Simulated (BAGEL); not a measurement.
**C3HClF+ (SMILES Fc1c[c+]1Cl): levels of theory compared**

We compute a comparison of 4 runs (B3LYP/6-31G*, B3LYP/def2-SVP, PBE0/def2-SVP, RI-MP2/def2-SVP) of C3HClF+. 

The calculation is run with BAGEL 1.2.2.

## Step 1: The system as given

The species is C3HClF+ (6 atoms), meant as a singlet with charge +1. SMILES: `Fc1c[c+]1Cl`. The shape is that of a GFN2-xTB optimisation.

Bond lengths: F1–C2 1.261 Å, C2–C3 1.368 Å, C2–C4 1.409 Å, C3–C4 1.413 Å, C4–Cl5 1.606 Å, C3–H6 1.076 Å. Angles: F1–C2–C3 149.6°, F1–C2–C4 149.3°, C3–C2–C4 61.1°, C2–C3–C4 60.8°, C2–C4–C3 58.0°, C2–C4–Cl5 151.5°, C3–C4–Cl5 150.5°, C2–C3–H6 149.5°, C4–C3–H6 149.7°.

## Step 2: The energy at B3LYP/6-31G(d) (density fitting with qzvpp-jkfit, spherical functions) (run 1)

Input file input.json:

```json
{ "bagel": [

{
  "title": "molecule",
  "basis": "6-31gs.json",
  "df_basis": "qzvpp-jkfit",
  "angstrom": true,
  "geometry": [
    { "atom": "F", "xyz": [       0.071280,      -2.041020,      -0.358240 ] },
    { "atom": "C", "xyz": [       0.054580,      -0.807250,      -0.098410 ] },
    { "atom": "C", "xyz": [       0.411420,       0.232150,       0.717050 ] },
    { "atom": "C", "xyz": [      -0.349060,       0.497920,      -0.444220 ] },
    { "atom": "Cl", "xyz": [      -1.099560,       1.531580,      -1.417380 ] },
    { "atom": "H", "xyz": [       0.911330,       0.586630,       1.601200 ] }
  ]
},

{
  "title": "ks",
  "xc_func": "b3lyp",
  "charge": 1
},

{
  "title": "print",
  "file": "orbitals.molden",
  "orbitals": true
}

]}
```

The basis set 6-31G* is read from a file made from the Basis Set Exchange's data (not shown).

The run is started by

```console
BAGEL_NUM_THREADS=1 BAGEL input.json > input.out
```

Log:

```text
* using 1 threads per process

  ===============================================================
  ===============================================================

  *** Geometry ***

[... 19 lines left out ...]
    * Removing 10588 points whose weight is below 1.00e-10
[... 2 lines left out ...]
  === Nuclear Repulsion ===
   186.6574547532

       - DIIS with orbital gradients will be used.

  === KS iteration (b3lyp / 6-31gs.json) ===
      0       -649.84337973          0.15378771           0.23
      1       -616.50852388          0.22142342           0.22
      2       -623.56175940          0.18350775           0.22
[... 17 lines of this table left out ...]
     20       -674.53571509          0.00000001           0.22
    * SCF iteration converged.

    * Permanent dipole moment:
           (   -0.536663,    -0.176040,    -0.904702) a.u.

    * METHOD: KS                                   4.95

    * METHOD: PRINT                                0.01

  ===============================================================
```

It took 5.4 s on 1 thread of Arm Neoverse V2, shared host; peak memory 0.31 GiB.

## Step 3: The energy at B3LYP/def2-SVP (density fitting with qzvpp-jkfit) (run 2)

Input file input.json:

```json
{ "bagel" : [

{
  "title" : "molecule",
  "basis" : "svp",
  "df_basis" : "qzvpp-jkfit",
  "angstrom" : "true",
  "geometry" : [
    { "atom" : "F", "xyz" : [       0.071280,      -2.041020,      -0.358240 ] },
    { "atom" : "C", "xyz" : [       0.054580,      -0.807250,      -0.098410 ] },
    { "atom" : "C", "xyz" : [       0.411420,       0.232150,       0.717050 ] },
    { "atom" : "C", "xyz" : [      -0.349060,       0.497920,      -0.444220 ] },
    { "atom" : "Cl", "xyz" : [      -1.099560,       1.531580,      -1.417380 ] },
    { "atom" : "H", "xyz" : [       0.911330,       0.586630,       1.601200 ] }
  ]
},

{
  "title" : "ks",
  "xc_func" : "b3lyp",
  "charge" : 1
},

{
  "title" : "print",
  "file" : "orbitals.molden",
  "orbitals" : "true"
}

]}
```

The run is started by

```console
BAGEL_NUM_THREADS=1 BAGEL input.json > input.out
```

Log:

```text
* using 1 threads per process

  ===============================================================
  ===============================================================

  *** Geometry ***

[... 19 lines left out ...]
    * Removing 10588 points whose weight is below 1.00e-10
[... 2 lines left out ...]
  === Nuclear Repulsion ===
   186.6574547532

       - DIIS with orbital gradients will be used.

  === KS iteration (b3lyp / svp) ===
      0       -648.69017834          0.13624333           0.25
      1       -615.54603050          0.22117850           0.23
      2       -625.02093443          0.17544806           0.23
[... 17 lines of this table left out ...]
     20       -674.25434353          0.00000001           0.24
    * SCF iteration converged.

    * Permanent dipole moment:
           (   -0.519540,    -0.232192,    -0.890197) a.u.

    * METHOD: KS                                   5.23

    * METHOD: PRINT                                0.01

  ===============================================================
```

Wall time 5.7 s (1 thread of Arm Neoverse V2, shared host); peak memory 0.32 GiB.

Run 3 isn't shown in full; the table further down has it.

## Step 4: A single-point energy at RI-MP2/def2-SVP (density fitting with qzvpp-jkfit) (run 4)

Input file job.json:

```json
{ "bagel": [

{
  "title": "molecule",
  "basis": "svp",
  "df_basis": "qzvpp-jkfit",
  "angstrom": true,
  "geometry": [
    { "atom": "F", "xyz": [    0.071280,   -2.041020,   -0.358240 ] },
    { "atom": "C", "xyz": [    0.054580,   -0.807250,   -0.098410 ] },
    { "atom": "C", "xyz": [    0.411420,    0.232150,    0.717050 ] },
    { "atom": "C", "xyz": [   -0.349060,    0.497920,   -0.444220 ] },
    { "atom": "Cl", "xyz": [   -1.099560,    1.531580,   -1.417380 ] },
    { "atom": "H", "xyz": [    0.911330,    0.586630,    1.601200 ] }
  ]
},
{
  "title": "hf",
  "charge": 1
},
{
  "title": "mp2",
  "charge": 1,
  "ncore": 9
}

]}
```

The run is started by

```console
BAGEL_NUM_THREADS=1 BAGEL job.json > job.out
```

Log:

```text
* using 1 threads per process

  ===============================================================
  ===============================================================

  *** Geometry ***

[... 30 lines left out ...]
    * SCF iteration converged.
[... 1 line left out ...]
    * Permanent dipole moment:
[... 2 lines left out ...]
    * METHOD: HF                                   0.88

  *** RHF ***

  === Nuclear Repulsion ===
   186.6574547532

      * DIIS with orbital gradients will be used.

  === RHF iteration (svp) ===
      0       -672.41778790          0.00000000           0.05
    * SCF iteration converged.

    * Permanent dipole moment:
           (   -0.624971,    -0.285379,    -1.072747) a.u.

  === DF-MP2 calculation ===

    * freezing 9 orbitals
    * 3-index integral transformation done
    * assembly done

      MP2 correlation energy:   -0.6749066141      0.03

      MP2 total energy:       -673.0926945147

    * METHOD: MP2                                  0.14

  ===============================================================
```

Run time: 1.3 s. Hardware: 1 thread of Arm Neoverse V2, shared host; peak memory 0.1 GiB.

## Step 5: Overview of the runs

| run | level | frozen core orbitals | energy (Eh) | HOMO energy (eV) | LUMO energy (eV) | HOMO–LUMO gap (eV) | wall time |
| --- | --- | --- | --- | --- | --- | --- | --- |
| 1 | B3LYP/6-31G* (density fitting with qzvpp-jkfit, spherical functions) | – | -674.535715 | -14.95 | -7.96 | 6.98 | 5.4 s |
| 2 | B3LYP/def2-SVP (density fitting with qzvpp-jkfit) | – | -674.254344 | -15.02 | -8.13 | 6.89 | 5.7 s |
| 3 | PBE0/def2-SVP (density fitting with qzvpp-jkfit) | – | -673.864328 | -15.35 | -7.97 | 7.38 | 5.7 s |
| 4 | RI-MP2/def2-SVP (density fitting with qzvpp-jkfit) | 9 | -673.092695 | – | – | – | 1.3 s |

## Step 6: What came out

| quantity | value |
| --- | --- |
| run 4: total energy | -673.09269 Eh |
| run 4: correlation energy (9 core orbitals frozen) | -674.9 mEh |

**Reading.** Over runs 1, 2, 3 the HOMO–LUMO gap runs from 6.89 eV (B3LYP/def2-SVP) to 7.38 eV (PBE0/def2-SVP). Totals of different functionals can't be ranked against each other. All runs together took 18 s, the longest 5.7 s.
